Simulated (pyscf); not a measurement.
Single points on ωB97X-D3(BJ)/def2-SVP structures (PySCF, gas phase).

**Question.** Estimate the classical barrier height and the reaction energy of H₃AsOSi (SMILES O1[SiH2][AsH]1) + H₂ (SMILES [H][H]) → H₃Si–O–AsH₂ (SMILES [SiH3]O[AsH2]) at M06-2X/def2-TZVP. The step runs on the singlet surface, breaks As–Si, H–H and forms As–H, H–Si; take the separated reactants as zero.

**Answer.** ΔE‡ = 1.50 eV, ΔE = -1.43 eV. ωB97M-D3(BJ)/def2-TZVP gives 1.45 eV and -1.48 eV. Zero-point energy shifts the barrier by +0.10 eV. It is a concerted two-bond exchange, with an imaginary mode of 1034i cm⁻¹. At the saddle there is also a short H–Si contact that neither side keeps. cyclic H₃AsOSi (SMILES O1[SiH2][AsH]1) lies 0.51 eV over its isomer HO–SiH=AsH (electronic energy, ωB97M-D3(BJ)/def2-TZVP). H₃Si–O–AsH₂ lies 0.46 eV over its isomer HO–SiH₂–AsH₂ (electronic energy, ωB97M-D3(BJ)/def2-TZVP). One saddle was located; it need not be the lowest between these sides. Elements up to Kr have no core potential and no relativistic terms here.
